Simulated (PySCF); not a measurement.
Static response to an electric field

Nitrogen sulfide cation, NS (charge +1).
SMILES with atom numbers: `[N:1]#[S+:2]`

Structure used (GFN2-xTB), in Å, numbered top down from 1:
```xyz
2
NS angstrom
N      0.6998   -0.0023   -0.0035
S     -0.6970    0.0036   -0.0107
```

Level: CAM-B3LYP/def2-SVPD (PySCF), static field, nuclei fixed, core orbitals frozen in the response. The polarisability tensor in these axes (au):

```
x   22.01 -0.04  0.04
y   -0.04 13.58  0.00
z    0.04  0.00 13.58
```

Give the principal values, the mean and the anisotropy Δα = √{½[(α1 − α2)² + (α2 − α3)² + (α1 − α3)²]}.

Principal values 13.58, 13.58 and 22.01 au; mean 16.39 au = 2.43 Å³ = 2.70 × 10⁻⁴⁰ C²·m²/J; Δα = 8.43 au (51 % of the mean).

Give the eigenvalues of the traceless quadrupole moment Θ = ½Σq(3rr − r²1), origin at the centre of nuclear charge.

-0.56, -0.56, 1.12 D·Å. The values depend on the origin, since the species is charged. The electronic extent ⟨r²⟩ about the same centre is 65 bohr², a root-mean-square distance of 0.91 Å for the 22 electrons.

What depolarisation ratio follows for Rayleigh scattering of linearly polarised light, taking the static tensor?

ρ = 3Δα²/(45ᾱ² + 4Δα²) = 213.1/(12088 + 284.2) = 0.0172.

Sum over states: ᾱ = Σ f/ω², ω in Eh. What share falls to these 8 lowest TDDFT singlets (eV, f)? 5.84, 0.0000; 5.92, 0.0002; 5.92, 0.0002; 6.37, 0.0000; 6.37, 0.0000; 10.20, 0.1824; 12.29, 0.0011; 12.29, 0.0011.

They add up to 1.32 au, 8.0 % of the 16.39 au; the largest single term is 1.30 au, from the state at 10.20 eV. Terms in order: 0.00, 0.00, 0.00, 0.00, 0.00, 1.30, 0.01, 0.01 au. Higher excitations give the rest. The strengths listed sum to 0.185.

Geometry: GFN2-xTB; no solvent, vibrations or thermal averaging.
